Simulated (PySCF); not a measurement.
Species: C₄H₃Cl₂ (doublet state).
SMILES with atom numbers: `[CH2:1][C:2]#[C:3][CH:4]([Cl:5])[Cl:6]` (hydrogens: H7, H8 on C1; H9 on C4)

Geometry (GFN2-xTB, Å), atoms numbered from 1 in this order:
```
atom  x, y, z in Å
C1     2.2647    0.0633   -0.1815
C2     0.9308    0.0143   -0.3406
C3    -0.2779   -0.0562   -0.5372
C4    -1.6906   -0.1088   -0.6505
Cl5   -2.3931    1.5506   -0.6841
Cl6   -2.3950   -0.9929    0.7707
H7     2.7005    0.6970    0.5691
H8     2.9146   -0.5335   -0.7953
H9    -2.0404   -0.6278   -1.5447
```

The hyperfine couplings belong to this conformer and change with its torsions.

The calculation used UKS B3LYP, pcH-1 on C Cl H, non-relativistic, mean-field spin-orbit, GIAO in PySCF 2.14.0. Isolated species at its GFN2-xTB geometry, gas phase. The geometry wasn't refined by DFT: couplings that depend on bond lengths, twists or pyramidal angles can differ widely from those at the functional's own minimum. The SCF solution wasn't tested for stability.

Principal values of hyperfine tensors in MHz (contact, dipolar and spin–orbit terms together), for some of the nuclei:

```tsv
atom	isotope	A1	A2	A3
C2	13C	-87.90	-67.02	-42.08
C1	13C	2.64	3.65	175.43
H8	1H	-77.89	-52.22	-23.57
H7	1H	-77.93	-52.10	-23.39
C3	13C	0.51	12.62	129.81
Cl6	35Cl	5.96	6.92	43.98
Cl5	35Cl	2.38	2.91	23.85
H9	1H	3.28	4.81	12.69
```

(1) Split each tensor into its isotropic and traceless parts, and turn a_iso into mT with g = 2.0019.

(2) What spin density at the nucleus of C2 lies behind its contact coupling (g_N = 1.40482)?

(3) C4 (13C, g_N = 1.40482) isn't in the table. Its spin density at the nucleus is -0.01885 bohr⁻³. What is its contact coupling?

(4) Name the largest traceless tensor T of the table and describe it.

(5) What first-order splitting does C2 cause when the field lies along A1, A2 or A3 of its tensor (g taken as isotropic, no quadrupole term)?

## Answers

(1) a_iso = (A1 + A2 + A3)/3, Ti = Ai − a_iso; 1 mT corresponds to 28.020 MHz. The tensors hold a spin–orbit part: the run splits a_iso into a_FC + a_SO, and T includes its anisotropic share.

```json
{"atom": "C2", "a_iso (MHz)": "-65.67", "a_FC": "-65.69", "a_SO": "0.03", "a_iso (mT)": "-2.344", "T1": "-22.23", "T2": "-1.35", "T3": "23.58"}
{"atom": "C1", "a_iso (MHz)": "60.57", "a_FC": "60.66", "a_SO": "-0.08", "a_iso (mT)": "2.162", "T1": "-57.93", "T2": "-56.93", "T3": "114.86"}
{"atom": "H8", "a_iso (MHz)": "-51.23", "a_FC": "-51.23", "a_SO": "0.01", "a_iso (mT)": "-1.828", "T1": "-26.67", "T2": "-1.00", "T3": "27.66"}
{"atom": "H7", "a_iso (MHz)": "-51.14", "a_FC": "-51.15", "a_SO": "0.01", "a_iso (mT)": "-1.825", "T1": "-26.79", "T2": "-0.96", "T3": "27.75"}
{"atom": "C3", "a_iso (MHz)": "47.65", "a_FC": "47.71", "a_SO": "-0.06", "a_iso (mT)": "1.700", "T1": "-47.14", "T2": "-35.03", "T3": "82.17"}
{"atom": "Cl6", "a_iso (MHz)": "18.95", "a_FC": "18.70", "a_SO": "0.25", "a_iso (mT)": "0.676", "T1": "-12.99", "T2": "-12.04", "T3": "25.03"}
{"atom": "Cl5", "a_iso (MHz)": "9.71", "a_FC": "9.66", "a_SO": "0.06", "a_iso (mT)": "0.347", "T1": "-7.33", "T2": "-6.80", "T3": "14.13"}
{"atom": "H9", "a_iso (MHz)": "6.93", "a_FC": "6.94", "a_SO": "-0.01", "a_iso (mT)": "0.247", "T1": "-3.65", "T2": "-2.12", "T3": "5.76"}
```

(2) a_FC = 800.24 MHz bohr³ × g_N × ρ(0)/(2S). With a_FC = -65.69 MHz and 2S = 1, ρ(0) = -0.05844 bohr⁻³.

(3) By the same relation, a_FC = -21.2 MHz. Its full tensor has the principal values -22.68, -21.35, -19.59 MHz.

(4) C1: -57.9, -56.9, 114.9 MHz, axial, in the ratio −1:−1:+2, the form that spin in one p orbital centred on that nucleus gives.

(5) 2 lines (I = 1/2), spaced by |A_i|/(g × 13.996): 3.14, 2.39, 1.50 mT along the axes of A1, A2 and A3.

On Intel Xeon at 2.70 GHz, one thread, no GPU, shared host with 64 logical CPUs at a one-minute load of 57, this took 48 s of wall time (with the writing of density and orbital grids) and 0.74 GiB of memory at its peak.
